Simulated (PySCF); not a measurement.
Gas-phase reaction: AlHCl₂ → AlCl₂ + H

Method: PySCF energies plus ideal-gas RRHO corrections (1 bar). † marks an energy on the PBE0/def2-TZVP geometry and frequencies. Open shells (unrestricted): AlCl₂ (multiplicity 2), H (multiplicity 2); the rest are closed-shell singlets. AlHCl₂: computed as isolated molecules; such fragments, hydroxides, amides, oligomers or adducts are transient or little studied in the gas. The harmonic model lacks anharmonicity and excited electronic states, which grow with temperature; levels with a mode under 35 cm⁻¹ are left out.

| level | ΔE electronic, kJ | ΔH°(298 K), kJ | ΔS°(298 K), J/K | ΔG°(1200 K), kJ |
|---|---|---|---|---|
| HF/def2-TZVP† | 283 | 270 | 116 | 126 |
| PBE/def2-TZVP† | 338 | 324 | 116 | 180 |
| PBE0/def2-QZVP† | 344 | 330 | 116 | 186 |
| LDA/def2-TZVP† | 373 | 359 | 116 | 215 |
| ωB97M-V/def2-TZVP† | 370 | 357 | 116 | 212 |
ΔH° is lowest at HF/def2-TZVP† and highest at LDA/def2-TZVP†. No reference value is set beside these.
